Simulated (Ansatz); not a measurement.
CHO2, doublet: energies of several shapes or isomers

Program: Ansatz, Gaussian basis, development build; OMP3 by scripts on PySCF. Basis cc-pVTZ, 3 core orbitals frozen, nonrelativistic. Single-reference values can break down or jump between states where bonds are stretched.

Case A:

```
atom   x (Å)    y (Å)    z (Å)
   C  0.0000   0.0000   0.0000
   H  0.0000   0.0000  -1.0900
   O  0.0000   1.1831   0.6291
   O  0.0000  -1.0419   0.5540
```

Case B:

| atom | x (Å) | y (Å) | z (Å) |
| --- | --- | --- | --- |
| C | 0.0000 | 0.0000 | 0.0000 |
| H | 0.0000 | 0.0000 | -1.0900 |
| O | 0.0000 | 1.1549 | 0.6141 |
| O | 0.0000 | -1.0701 | 0.5690 |

Energy less that of case A, in eV:

```
case   UOMP3
   B  -0.011
```

**Question.** Give the UCCSD(T) energies against case A.

**Answer.** B: -0.044 eV (-1.0 kcal/mol).
